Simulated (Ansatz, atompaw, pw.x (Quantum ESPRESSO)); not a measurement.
## Be: one change to the PAW (atompaw) potential, in the atom and in the sc crystal

Be (Z = 4), PAW, made with atompaw 4.2.0.5 (PBEsol, scalar-relativistic). Core [He], reference 2s2 2p0. Waves: 2s (bound): rc 1.60 bohr; 2s channel at 0.55 Ry: rc 3.00 bohr; 2p (bound, empty): rc 3.00 bohr; 2p channel at 0.3 Ry: rc 3.00 bohr; 3d channel at 0.05 Ry: rc 3.00 bohr; 3d channel at 2.45 Ry: rc 3.00 bohr. Local part: troulliermartins scheme with l = 3 at 0 Ry, radius 2.45 bohr. Core correction: smooth core density matched at 2.15 bohr. Augmentation charge: gaussian compensation charge, radius 2.60 bohr; PAW radius 3.00 bohr; waves and projectors: custom rrkj gramschmidtortho.

Change: augmentation besselshape compensation charge, radius 2.60 bohr; PAW radius 3.00 bohr; waves and projectors: custom rrkj gramschmidtortho.

Cutoffs, loose and tight: the cutoffs (Ry, on a coarse ladder) from which the occupation-weighted sum of valence levels, in a spherical-Bessel basis at the reference potential, stays within 10 and 1 mRy of its value at 400 Ry. They see the waves and projectors alone, not the compensation charge or the core.

Crystal test: sc Be in pw.x 7.5, no spin, 15³ k-points, Fermi–Dirac smearing 0.01 Ry, cutoffs set for each file from its atomic test. The reference is all-electron LAPW (Ansatz 0.2.0) with the same functional, mesh and smearing; V0 and B0 come from Birch–Murnaghan fits to the pressures at five volumes. Errors are pseudo minus all-electron; Δ is the rms difference of the E(V) curves that follow from these fits, minima aligned, over ±6 % about the mean V0. Mesh and smearing are coarse, so the numbers serve the comparison and aren't converged zero-temperature values; the lattice is a test structure that the element need not adopt.

All-electron: a0 = 2.166 Å (V0 = 10.16 Å³/atom), B0 = 76.1 GPa.

Does the change bring the crystal closer to the all-electron result?

The mean pressure error goes from +0.33 to +0.18 GPa, so the change moves the solid closer to the all-electron pressures.

| quantity | base | changed |
| --- | --- | --- |
| outcome (atom) | generated | generated |
| cutoff, loose (atom) | 6 Ry | 6 Ry |
| cutoff, tight (atom) | 15 Ry | 15 Ry |
| bound ghosts (atom) | none | none |
| cutoffs in pw.x (Ry) | 40/400 | 40/400 |
| a0 (Å) | 2.168 | 2.167 |
| a0 error (%) | +0.12 | +0.06 |
| B0 error (%) | +3.1 | +2.8 |
| Δ (meV/atom) | 0.6 | 0.3 |
| mean pressure error (GPa) | +0.33 | +0.18 |

Base: The largest radius (3.00 bohr) exceeds half the bond length (2.04 bohr), so the spheres overlap, which is one possible source of error among others. Changed file: The largest radius (3.00 bohr) exceeds half the bond length (2.04 bohr), so the spheres overlap, which is one possible source of error among others. The atomic cutoffs weigh occupied waves only.
